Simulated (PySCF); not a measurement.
# H4SSi (sulfanylsilane): the cost of one run

Programs: PySCF 2.14.0, with density-fitted response routines of our own. Each step states its level of theory. These are calculated values for one molecule in the gas phase, unless marked as measured. Atoms count from 0, in the outputs and in this text.

## (1) The molecule as given

6 atoms, charge 0, multiplicity 1; geometry from: PBE0-D3(BJ)/def2-SVP.

Bonds of the start (Å): Si0–S1 2.15, Si0–H2 1.49, Si0–H3 1.49, Si0–H4 1.49, S1–H5 1.35.

## (2) Spin-spin couplings: B3LYP/aug-cc-pVTZ-J

The job: settings as JSON, then the geometry in Å.

```
{"job": {"kind": "j", "xc": "B3LYP", "basis": "aug-cc-pVTZ-J"}, "charge": 0, "multiplicity": 1}
Si    -0.494789    -0.117101     0.001718
S      1.468327     0.731784    -0.193556
H     -0.720892    -0.690945     1.361961
H     -1.428256     1.021715    -0.225762
H     -0.745382    -1.185646    -1.011297
H      2.121227    -0.429046     0.034864
```

Level: B3LYP/aug-cc-pVTZ-J indirect spin-spin coupling, non-relativistic, gas phase.

Launch:

```sh
$ OMP_NUM_THREADS=1 python probes_run.py task.json out
```

This one command runs all jobs of the session in turn.

**Question.** How long does this first job take on 1 thread of Arm Neoverse V1, shared host, and how much memory does it need?

About 16 s, with a peak of 0.72 GiB.
